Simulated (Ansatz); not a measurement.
Basis-set extrapolation for CH4AlN (`[CH2]1[NH][AlH]1`) (PBE0-D4/def2-TZVP geometry, frozen core, the Gaussian-basis code of Ansatz). Multiplicity 1, RHF reference.

|  | def2-TZVPP | def2-QZVPP |
| --- | --- | --- |
| HF | -336.549283 | -336.561267 |
| MP2 correlation | -0.459907 | -0.491304 |
| CCSD(T) correlation | -0.503999 | not run |

Energies in hartree. Use E(X) = E(∞) + A·exp(−7.88·√X) for Hartree–Fock and E(X) = E(∞) + B·X^(−2.97) for correlation, with X = 3 and 4, and add CCSD(T) minus MP2 of the smaller set to the MP2 limit.

Problem. What is the CCSD(T) energy at the basis-set limit?

Solution. HF limit: -336.561267 + (-0.011984) × 0.13774 = -336.56292. MP2 limit: -0.491304 + (-0.031397) × 0.74074 = -0.51456. Higher-order term: -0.503999 − (-0.459907) = -0.04409. Total: -337.12157 hartree, 179.3 kJ/mol below CCSD(T)/def2-TZVPP.
